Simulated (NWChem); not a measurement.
NWChem input wanted

PH: 2 atoms, total charge 0, spin state triplet. SMILES: `[PH]`. The shape is that of a PBE0-D4/def2-TZVP optimisation.

```xyz
2

P     0.0000    0.0000   -0.0146
H     0.0000    0.0000    1.4137
```

Settings wanted:

```json
{
 "task": "gradient",
 "method": "MP2",
 "basis set": "def2-SVP",
 "reference": "UHF",
 "frozen core orbitals": "5",
 "SCF convergence threshold": "1e-08",
 "iteration cap": "80",
 "symmetry": "none",
 "module": "mp2"
}
```

Problem. Write the NWChem 7.3.0 input and the command.

Solution. One that was run (others would do as well):

mol.nw:
```
echo
start mol
title "HP mp2"
memory 2200 mb
charge 0

geometry noautosym nocenter noautoz
  P      0.000000     0.000000    -0.014610
  H      0.000000     0.000000     1.413680
end

basis spherical bse
  P library def2-SVP
  H library def2-SVP
end

scf
  nopen 2
  uhf
  thresh 1e-08
  maxiter 80
  noprint "final vectors analysis"
end

mp2
  freeze core 5
  tight
end

task mp2 gradient
```

```bash
$ nwchem mol.nw > mol.out
```

Calculated total energy: -341.25630 Eh, largest force 0.072 eV/Å.
